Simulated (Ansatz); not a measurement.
Cubic perovskite BaTiO3 (cubic high-temperature phase), treated with RPBE in Ansatz (PAW).

Run with plane-wave cutoff 520 eV, 8×8×8 k mesh, Fermi–Dirac smearing 0.01 eV, no spin polarisation, scalar-relativistic PAW data made under PBE.

Computed at the level's own relaxed cell.

Question: Give the computed band gap, pressure derivative B′ of the bulk modulus and bulk modulus.

Answer: 
- band gap: 1.76 eV
- pressure derivative B′ of the bulk modulus: 4.6
- bulk modulus: 149 GPa

Measured, for comparison: band gap 3.2 eV (temperature not stated, no zero-point or thermal correction; as tabulated in Matsushita et al. (2011), arXiv:1104.2769); bulk modulus 162 GPa (temperature not stated, no zero-point or thermal correction, our sources range from 162 to 173; as tabulated in Matsushita et al. (2011), arXiv:1104.2769). Computed (rounded) less measured: bulk modulus -8 % (-8 % to -14 % over the range).

Note: the relaxation could not lower the start's symmetry, so the cell can be a saddle point above a distorted one.

Spin–orbit coupling is not included.

Computed values are for the static lattice.

It cost very roughly 60 core-seconds of CPU time.

Ansatz is a quantum-chemistry and plane-wave program.
